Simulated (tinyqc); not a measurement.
ROHF in the sto-6g basis, for CH, spin multiplicity 4, step by step. One step of it, computed by the program tinyqc.

Problem. Iteration 2: DIIS coefficients. Solve [B -1; -1 0][c; lambda] = [0; -1] for the coefficients, which sum to one.

B (overlaps of the stored error matrices):
```
               1              2
1  1.7854323e+00  3.5895811e-01
2  3.5895811e-01  8.9549543e-02
```

Give: DIIS coefficients.

Solution.

DIIS coefficients: -0.2328  1.2328
